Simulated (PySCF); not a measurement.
AlH at PW91

Computed with PW91; basis Al cc-pV(T+d)Z, H cc-pVTZ; no relativity; PySCF 2.14.

* state: ¹Σ⁺ (singlet), closed shell
* bond length: 3.165 bohr
* harmonic wavenumber: 1591 cm⁻¹
* force constant: 1.45 mdyn/Å
* rotational constant Be: 6.185 cm⁻¹
* anharmonicity ωexe: 25.5 cm⁻¹
* vibration–rotation constant αe: 0.178 cm⁻¹
* well depth De to Al + H: 3.04 eV
* dissociation energy D0: 2.94 eV
* HOMO–LUMO gap: 2.35 eV
* bond order (Mayer): 0.92
* dipole moment (positive dipole means Al(−)H(+)): -0.15 D
